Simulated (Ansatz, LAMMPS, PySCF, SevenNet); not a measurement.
## Ladder of methods for the lattice constant a of rock-salt MgO

Reference value: 4.189 Å (measured, static lattice: zero-point anharmonic expansion removed; as tabulated in Mejia-Rodriguez and Trickey (2018), arXiv:1807.09216).

```tsv
level (code)	value (Å)
ionic model catlow1992 (shell model, LAMMPS)	4.242
SevenNet-0	4.255
LDA (Ansatz)	(withheld)
PBE (Ansatz)	4.254
r²SCAN (Ansatz)	4.204
r²SCANh (Ansatz)	4.192
CCSD (PySCF)	(withheld)
```

Question: What belongs in the gaps?

Answer: 
- LDA (Ansatz, a program for electronic structure), value (Å): 4.160
- CCSD (PySCF), value (Å): 4.225 ± 0.02

Errors against the reference: ionic model catlow1992 +1.27 %, SevenNet-0 +1.58 %, LDA -0.69 %, PBE +1.55 %, r²SCAN +0.36 %, r²SCANh +0.07 %, CCSD +0.86 %.

Closest of the ranked levels: r²SCANh (+0.07 %). Once the reference is moved by up to 0.12 % (a margin picked here for doubts on the reference and the settings) and values within 0.10 % count as equal, the farthest can be SevenNet-0 (+1.58 %) or PBE (+1.55 %). Within 2 %: ionic model catlow1992, SevenNet-0, LDA, PBE, r²SCAN, r²SCANh, CCSD.

A ± on a computed value is a rough bar: the spread of its extrapolation, a floor set from checks against published values, or a statistical error. Cutoffs and k meshes differ between the levels. Ansatz's density-functional and Hartree–Fock values are scalar-relativistic unless marked +SOC, with PAW data made under PBE.

Empirical potentials (ionic model catlow1992) are fitted to chosen data: where that held the value shown, agreement is built in, and what lay outside the fit can be far off. Machine-learned potentials (SevenNet-0) are trained on DFT data: a solid inside that data is no test of them.

Differences are worked out from the printed values.
